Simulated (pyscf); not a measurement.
Elementary routes open to CH₄ (SMILES C) + ZnH• (SMILES [ZnH]) in the gas phase (doublet surface):
A. H₃C–ZnH (SMILES [CH3][ZnH]) + H• (SMILES [H]) (C–H broken; C–Zn formed)
B. ZnH₂ (SMILES [ZnH2]) + CH₃• (SMILES [CH3]) (C–H broken; H–Zn formed)

Structures and frequencies: ωB97X-D3(BJ)/def2-SVP in PySCF. MP2 and CC: frozen core, UHF for open shells. ΔMP2 is the change of the MP2 total energy from the triple- to the quadruple-zeta basis.

Question: Rank the routes by free-energy barrier at 1200 K, lowest first, for CCSD(T)/def2-TZVPP + ΔMP2(QZVPP) energies (ideal gas, 1 atm, RRHO with modes under 100 cm⁻¹ raised to 100, one conformer, R ln 2 for chiral ones without a mode under 150 cm⁻¹).

Answer: B (56.1 kcal/mol), A (76.8 kcal/mol)

Route B is the fastest of these, ahead of the next by 20.7 kcal/mol. The most stable products are those of B (ΔG = +19.8 kcal/mol), so kinetics and thermodynamics agree. At 298 K B is still the fastest. Only these routes are compared; each barrier is that of the saddle found, and lower ones may exist. The CCSD(T) − MP2 part came from Ansatz, without density fitting, on the same reference. The frozen core leaves the outer d or s,p core shells of the metals and heavy elements correlated in the MP2 and CC values, and def2-TZVPP describes them poorly, which can shift differences by a few kcal/mol. Elements up to Kr have no core potential and no relativistic terms here.
